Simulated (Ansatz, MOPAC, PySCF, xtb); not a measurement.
Potential energy curve for SMILES B(Cl)(Cl)Cl (BCl₃), singlet. The B1–Cl4 bond (B1 also carries Cl, Cl; Cl4 carries nothing else) is stretched with both fragments frozen at the PBE0/def2-TZVP optimised geometry.

Computed with: PM7, restricted, heats of formation (MOPAC); UKS-LDA (SVWN5)/6-31G* = unrestricted LDA (SVWN5)/6-31G*, spherical d in PySCF; GFN1-xTB (xtb); UCCSD(T) = CCSD(T) on UHF/cc-pVTZ, frozen core run with Ansatz (a first-principles code).

Energies relative to the lowest point of each curve near equilibrium, in kcal/mol; the last columns give the difference from UCCSD(T):

```csv
R / Å,PM7,UKS-LDA (SVWN5)/6-31G*,GFN1-xTB,UCCSD(T),PM7 − UCCSD(T),UKS-LDA (SVWN5)/6-31G* − UCCSD(T),GFN1-xTB − UCCSD(T)
1.40,39.7,60.1,68.1,62.8,-23.1,-2.7,5.2
1.49,17.8,27.1,29.7,29.1,-11.2,-2.0,0.6
1.57,6.5,10.7,11.6,12.0,-5.5,-1.3,-0.4
1.63,1.9,4.0,4.4,4.7,-2.9,-0.8,-0.4
1.67,0.3,1.5,1.7,1.9,-1.6,-0.5,-0.2
1.74,0.0,0.0,0.0,0.0,0.0,0.0,0.0
1.80,1.7,1.0,0.8,0.7,1.0,0.3,0.1
1.84,3.6,2.5,2.1,2.0,1.7,0.5,0.1
1.92,9.0,7.0,6.1,6.2,2.8,0.8,-0.2
2.00,15.7,12.8,11.3,11.9,3.8,0.9,-0.6
2.14,29.4,24.8,22.2,23.7,5.6,1.0,-1.5
2.36,51.7,44.4,40.8,43.6,8.1,0.8,-2.8
2.61,74.2,64.8,60.3,65.5,8.7,-0.7,-5.3
2.86,92.1,82.1,76.1,84.9,7.2,-2.8,-8.8
3.09,104.8,95.0,87.2,98.8,5.9,-3.8,-11.6
3.44,118.8,109.9,98.7,110.5,8.4,-0.6,-11.7
3.82,129.5,118.7,106.0,114.7,14.8,4.0,-8.7
4.24,137.7,123.8,109.9,116.1,21.5,7.7,-6.3
4.69,144.0,126.6,111.7,116.6,27.3,10.0,-5.0
5.30,150.2,128.4,112.9,116.8,33.3,11.6,-3.9
6.10,156.0,—,114.0,117.0,39.0,—,-2.9
```

PM7 is furthest from UCCSD(T) at 6.10 (39.0 kcal/mol, above); its mean absolute difference over the points is 11.1 kcal/mol.

UKS-LDA (SVWN5)/6-31G* is furthest from UCCSD(T) at 5.30 (11.6 kcal/mol, above); its mean absolute difference over the points is 2.6 kcal/mol.

GFN1-xTB is furthest from UCCSD(T) at 3.44 (-11.7 kcal/mol, below); its mean absolute difference over the points is 3.6 kcal/mol.

Dashes: no converged value, or the column stops at the first point that the program doubted or that broke a chosen test of continuity, which isn't proof of a fault.

The restricted form behind PM7 keeps the bonding electrons paired and can't separate into open-shell fragments. The unrestricted solution behind UKS-LDA (SVWN5)/6-31G* changes between 5.30 and 6.10 Å, which can leave a kink. The unrestricted determinant behind UKS-LDA (SVWN5)/6-31G* is spin-contaminated at 3.44 to 6.10 Å (<S²> up to 1.2, against 0.00 for a pure singlet). The unrestricted determinant behind UCCSD(T) is spin-contaminated at 2.61 to 6.10 Å (<S²> up to 1.0, against 0.00 for a pure singlet).
